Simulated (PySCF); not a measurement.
Delta-SCF ions had no search for a lower state. Excitations are Tamm–Dancoff values on a coarser integration grid. The basis has no diffuse functions, so Rydberg states are missing or too high.

Z-matrix (Å, degrees):
```
B
Cl 1 1.7416
Cl 1 1.7417 2 120.01
Cl 1 1.7417 2 120.00 3 179.98
```
Charge 0, spin multiplicity 1.

Question: What vertical ionisation energy (Delta-SCF), T1 excitation (TDA), LUMO, dipole moment and HOMO–LUMO gap does r2SCAN-D4/def2-TZVP (PySCF) give?

Answer: 
```
Quantity                                    Value
--------------------------------------  ---------
vertical ionisation energy (Delta-SCF)   11.06 eV
T1 excitation (TDA)                       5.49 eV
LUMO                                     -2.36 eV
dipole moment                           0.000 e·Å
HOMO–LUMO gap                             5.66 eV
```
